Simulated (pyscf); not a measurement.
HF (SMILES F) + H₂N–Ge:–F (SMILES [NH2][Ge][F]) [singlet] → F–Ge:–F (SMILES [F][Ge][F]) [singlet] + NH₃ (SMILES N) (four-centre exchange; singlet surface; F–H, Ge–N broken, F–Ge, H–N formed). PySCF, gas phase, ωB97X-D3(BJ)/def2-SVP geometries. MP2 and CC: frozen core, UHF for open shells. ΔMP2 is the change of the MP2 total energy from the triple- to the quadruple-zeta basis. Energies in eV from the separated reactants.

```json
[
 {"level": "ωB97X-D3(BJ)/def2-TZVP", "barrier": "-0.17", "reaction energy": "-0.56"},
 {"level": "PBE/def2-TZVP", "barrier": "-0.13", "reaction energy": "-0.62"},
 {"level": "r²SCAN/def2-TZVP", "barrier": "-0.16", "reaction energy": "-0.59"},
 {"level": "ωB97M-D3(BJ)/def2-TZVP", "barrier": "-0.16", "reaction energy": "-0.61"},
 {"level": "MP2/def2-QZVPP", "barrier": "-0.07", "reaction energy": "-0.46"},
 {"level": "CCSD(T)/def2-TZVPP", "barrier": "-0.08", "reaction energy": "-0.49"},
 {"level": "CCSD(T)/def2-TZVPP + ΔMP2(QZVPP)", "barrier": "-0.07", "reaction energy": "-0.49"}
]
```

On the reactant side the descent ends in a complex, 0.33 eV under the separated species and 0.16 eV under the saddle at ωB97X-D3(BJ)/def2-TZVP. On the product side the descent ends in an adduct with a Ge–N contact (not fully relaxed), 0.97 eV under the separated species and 1.36 eV under the saddle at ωB97X-D3(BJ)/def2-TZVP. At ωB97X-D3(BJ)/def2-TZVP, PBE, r²SCAN, ωB97M-D3(BJ)/def2-TZVP, MP2, CCSD(T), CCSD(T) the saddle lies under the separated reactants, which points to a path from their complex (located at ωB97X-D3(BJ) alone). What is counted as broken (Ge–N) persists as a longer contact in the product adduct; parting that adduct is a step of its own. One saddle was located; it need not be the lowest between these sides. The CCSD(T) − MP2 part came from Ansatz, without density fitting, on the same reference. The frozen core leaves the outer d or s,p core shells of the metals and heavy elements correlated in the MP2 and CC values, and def2-TZVPP describes them poorly, which can shift differences by a few kcal/mol. Elements up to Kr have no core potential and no relativistic terms here.
